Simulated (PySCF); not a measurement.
# AlP, triplet in 6-31G: errors against full CI

Geometry: a point of a stretch scan, not a stationary point.

```xyz
2

Al    0.0000    0.0000    0.0000
P     0.0000    0.0000    3.5680
```

Basis 6-31G; PySCF 2.14.0. Correlated methods freeze the noble-gas cores, which leaves 8 electrons in 16 orbitals. Prefix R: restricted or restricted open-shell reference; prefix U: unrestricted.

Full CI is exact within this basis and frozen core; it isn't the basis-set limit. The frozen core follows each run's orbitals, which can shift R against U totals by a few meV.

Unrestricted rows (U) aren't spin-pure: their determinants' ⟨S²⟩ exceeds S(S+1) by up to 0.74, so they mix in states of higher spin.

* UHF ⟨S²⟩: 2.742
* T1 diagnostic (ROHF- or RHF-based CCSD): 0.0754
* largest doubles amplitude (ROHF- or RHF-based CCSD): 0.241
* T1 diagnostic (UCCSD): 0.0715

| level | E − E(full CI) (kJ/mol) | share of correlation (%) | wall time |
| --- | --- | --- | --- |
| RHF | 236.1 | 0.00 | – |
| UHF | 161.7 | 31.53 | – |
| RMP2 | 91.2 | 61.36 | – |
| UMP2 | 73.2 | 68.99 | – |
| RCCSD | 7.6 | 96.77 | – |
| UCCSD | 5.7 | 97.59 | – |
| RCCSD(T) | 2.3 | 99.02 | 0.46 s |
| UCCSD(T) | 2.4 | 98.99 | 0.34 s |
| RCCSDT | 0.5 | 99.79 | 5.3 s |
| UCCSDT | 0.3 | 99.89 | 6.4 s |

The correlation energy at full CI, counted from RHF, is -2.448 eV. The search over symmetries took 1.7 min on 1 thread of Intel Xeon, shared host; the state has 612,960 determinants.

Times are those of the correlated step on a shared host, with one SCF added for the restricted CCSD run; they ran on 1 thread of Intel Xeon.

The full-CI state has the irrep A2 of C2v, in the program's axes (one component, if the state is degenerate).

Natural occupations of full CI about the gap: 1.984 1.905 1.740 0.994 0.994 0.257 0.044 0.044 0.009 0.007; effectively unpaired electrons, Σ n²(2−n)², 2.45.
